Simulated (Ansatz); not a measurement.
**SiH₃ (doublet): wave-function methods side by side at distance H1–H2 along a hydrogen transfer = 0.693 Å, cc-pVTZ**

How much of the correlation energy of SiH₃ (doublet) does each wave-function method recover here?

The runs use Ansatz 0.2.0, Gaussian basis; cc-pVTZ, core rule «outside noble gas», up to 5 orbitals frozen.

The runs, in order: UHF; CCSD(T) on ROHF; CCSD(T) on UHF; BCCD(T) on ROHF; CISD; CCSDT(Q) on ROHF; CCSDT(Q) on UHF; CASSCF and NEVPT2, 7 electrons in 7 orbitals.

10 further runs of the same task are left out: 1 for a mislabelled method, 7 that didn't finish, 2 set aside as unsound or not needed.

## Step 1: The geometry

The geometry derives from fragments relaxed apart (PBE0/def2-TZVP) and kept rigid, so it is no stationary point. A hydrogen atom is moved between rigid fragments.

4 atoms, charge 0, spin multiplicity 2.

Atoms are counted from 1 here; the program's logs count them from 0.

Bond lengths: H1–H2 0.693 Å, Si3–H4 1.532 Å.

## Step 2: UHF

The input, in.yaml:

```yaml
crystal:
  periodic: [false, false, false]
  atoms:
    - {symbol: H, position_ang: [-2.395743, 0.047936, 0.000000]}
    - {symbol: H, position_ang: [-1.702743, 0.047936, 0.000000]}
    - {symbol: Si, position_ang: [0.128257, 0.047936, 0.000000]}
    - {symbol: H, position_ang: [0.524692, -1.431577, 0.000000]}
basis:
  gaussian: {orbitals: cc-pVTZ}
magnetization: {spin_polarized: true, initial_magnetization: 1}
hamiltonian: {xc: hf}
output: {orbitals: {seedname: orbitals}}
```

Launch:

```console
$ ansatz run in.yaml --threads 1 --pin off --events-out ev --progress --plain --max-ram 2393MiB
```

After this run come: CCSD(T) on ROHF; CCSD(T) on UHF; BCCD(T) on ROHF; CISD; CCSDT(Q) on ROHF; CCSDT(Q) on UHF; CASSCF and NEVPT2, 7 electrons in 7 orbitals.

Q: Predict the results of all the runs planned. Wanted: UCCSDT(Q) below the RHF energy; RMP2 from UCCSDT(Q); UMP2 from UCCSDT(Q); RCCSD from UCCSDT(Q); RCCSD(T) from UCCSDT(Q); UCCSD(T) from UCCSDT(Q); RCCSDT(Q) from UCCSDT(Q); NEVPT2 valence from UCCSDT(Q); T1 diagnostic.

As calculated:

| quantity | value |
| --- | --- |
| UCCSDT(Q) below the RHF energy | -4.3589 eV |
| RMP2 from UCCSDT(Q) | +21.61 kcal/mol |
| UMP2 from UCCSDT(Q) | +22.61 kcal/mol |
| RCCSD from UCCSDT(Q) | +3.38 kcal/mol |
| RCCSD(T) from UCCSDT(Q) | +0.68 kcal/mol |
| UCCSD(T) from UCCSDT(Q) | +0.68 kcal/mol |
| RCCSDT(Q) from UCCSDT(Q) | +0.02 kcal/mol |
| NEVPT2 valence from UCCSDT(Q) | +20.67 kcal/mol |
| levels within 1 kcal/mol (43 meV) | RCCSD(T), UCCSD(T), BCCD(T), RCCSDT, UCCSDT, RCCSDT(Q) |
| T1 diagnostic | 0.020 |
| effectively unpaired electrons | 1.04 |

What this shows: RCCSD(T) lands +0.68 kcal/mol from the yardstick (0.7 % of the correlation energy). One determinant dominates. These misses are within one basis, not against nature; the frozen cores of restricted and unrestricted runs differ, which can shift their rows.
